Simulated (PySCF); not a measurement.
# CCl3F (CFCl3): the cost of one run

The runs use PySCF 2.14.0, with density-fitted response routines of our own; the level of theory stands in each step. All values are computed, except where a source is named. Atoms are numbered from 0 throughout.

### Step 1. The molecule as given

5 atoms, charge 0, multiplicity 1; geometry from: GFN2-xTB. The atoms were then displaced at random by about 0.01 Å, so the start is not that level's minimum.

Bonds of the start (Å): F0–C1 1.35, C1–Cl2 1.78, C1–Cl3 1.81, C1–Cl4 1.77.

### Step 2. Optimising the geometry at PBE0-D3(BJ)/def2-TZVP

Job settings and geometry (Å):

```
{"job": {"xc": "PBE0", "basis": "def2-TZVP", "d3": "d3bj", "grid": 2, "shake": 0.01, "kind": "geom"}, "charge": 0, "multiplicity": 1}
F      0.080710    -0.166600     1.400240
C     -0.001040    -0.010840     0.064570
Cl    -0.478130     1.658240    -0.321300
Cl     1.635980    -0.368360    -0.607400
Cl    -1.203950    -1.146420    -0.574000
```

Launch:

```
$ OMP_NUM_THREADS=1 python probes_run.py task.json out
```

The driver reads the jobs from task.json and runs them one after another.

Q: Estimate the wall time and peak memory of this first job on 1 thread of Intel Xeon at 2.30GHz, shared host.

About 35 s, with a peak of 0.69 GiB.
